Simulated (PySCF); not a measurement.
AlCl2F, optimised at B3LYP/6-31G*:

```xyz
4

Al     0.3920    -0.1545    -0.2576
Cl    -0.1362     0.9296    -1.9584
Cl    -0.1549    -2.1551    -0.0445
F      1.2536     0.5799     0.9347
```

Method: PySCF energies (xtb for GFN2) plus ideal-gas RRHO corrections (1 bar). 6-31G* has spherical d functions here. All species are closed-shell singlets. B3LYP is the form with VWN-RPA correlation.

### Question
List the harmonic frequencies (cm⁻¹, unscaled) at this level and at the other levels, each on its own geometry.

### Answer
- B3LYP/6-31G*: 152, 208, 229, 429, 624, 906
- GFN2-xTB: 115, 166, 239, 430, 658, 775
- HF/6-31G*: 161, 220, 247, 452, 650, 952
- PBE/def2-SVP: 148, 201, 223, 426, 632, 881
- PBE0/def2-TZVP: 149, 202, 232, 438, 637, 891
